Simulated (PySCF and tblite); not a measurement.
C5H10O, numbered as in [CH3:1][C:2](=[O:3])[CH:4]([CH3:5])[CH3:6].

Geometries GFN2-xTB; weights from TPSS-D3(BJ)/def2-TZVP (IEF-PCM, chloroform) energies and GFN2-xTB thermal corrections, with symmetry numbers and mirror pairs. Conformers within 3 kcal/mol (GFN2-xTB free energy) were kept, 5 at most. GIAO shieldings: PBE0/pcSseg-1 (IEF-PCM, chloroform). Shifts are against TMS (¹H), TMS (¹³C) at the same level. (PySCF 2.14, tblite 0.8.)

Torsions listed: O3–C2–C4–C5. Of a mirror pair one member is shown.

```
conformer  shape  weight %  dipole D
        1   -86°      76.1      3.44
        2   138°      23.9      3.57
```

(1) How do the computed shifts compare with measured ones?

Answers

(1) 
```json
{"nucleus": "¹H", "signal": "H4", "leading conformer": "2.72", "average": "2.61", "measured": "2.58", "medium": "not stated per compound (mostly CDCl3 or CCl4)"}
{"nucleus": "¹H", "signal": "H5/H6", "leading conformer": "1.08", "average": "1.11", "measured": "1.11", "medium": "not stated per compound (mostly CDCl3 or CCl4)"}
{"nucleus": "¹³C", "signal": "C4", "leading conformer": "44.8", "average": "45.8", "measured": "41.6", "medium": "not stated per compound (mostly CDCl3 or CCl4)"}
{"nucleus": "¹³C", "signal": "C5/C6", "leading conformer": "21.1", "average": "21.2", "measured": "18.2", "medium": "not stated per compound (mostly CDCl3 or CCl4)"}
```

Measured values: Pretsch, Buehlmann, Badertscher, Structure Determination of Organic Compounds, 4th ed. (2009). Mean difference for ¹H: 0.01 ppm, scatter 0.01 ppm. Mean difference for ¹³C: 3.60 ppm, scatter 0.60 ppm. The computed shifts are unscaled and lack vibrational corrections.
